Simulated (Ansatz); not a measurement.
A displaced shape of singlet CO:

```yaml
atoms:
  - { symbol: C, position_ang: [0.0151, -0.0359, -0.6133] }
  - { symbol: O, position_ang: [0.0184, -0.0263, 0.4451] }
```

It was optimised with HF/def2-SVP in Ansatz (development build ahead of 0.2.0) to forces under 0.001 eV/Å, with restricted orbitals. Each step stands on the lowest determinant of that kind that the program's search found.

**Question.** What shape does it relax to, and how does the optimisation go?

**Answer.**

```xyz
2

C     0.0150   -0.0361   -0.6375
O     0.0184   -0.0260    0.4693
```

Bond lengths: C1–O2 1.107 Å.

| step | E − E(start) (eV) | largest force (eV/Å) |
| --- | --- | --- |
| 1 | 0.0000 | 8.8203 |
| 2 | -0.1891 | 1.9446 |
| 3 | -0.2020 | 0.1931 |
| 4 | -0.2021 | 0.0060 |
| 5 | -0.2021 | 0.0000 |

The optimisation ended after 5 steps with its threshold met.
